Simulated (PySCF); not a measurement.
Homolysis of single bonds, series SiH2(OH)-X. All species are isolated molecules in the gas phase. One relaxed conformer stands for each flexible species; it need not be the lowest. Strings in code marks are SMILES.

The numbers are results of PySCF 2.14.0 with B3LYP-D3(BJ)/def2-TZVP // PBE0-D4/def2-TZVP, not measurements. B3LYP has the VWN-RPA correlation part, as in Gaussian. 

A: radical fragment (`[S][SiH2]O` (H–O–Si–S torsion 49°))
B: radical fragment (`O=[CH]`)
C: radical fragment (`[CH2]C`)
D: radical fragment (`O=C[SiH2]`)
E: radical fragment (`CN([SiH2])C`)
F: radical fragment (`[SiH2][SiH3]`)

Question: A design calls for the highest highest occupied spin orbital in this set. Which member fits?

Answer: E (-4.82 eV); next is C (-5.60 eV).
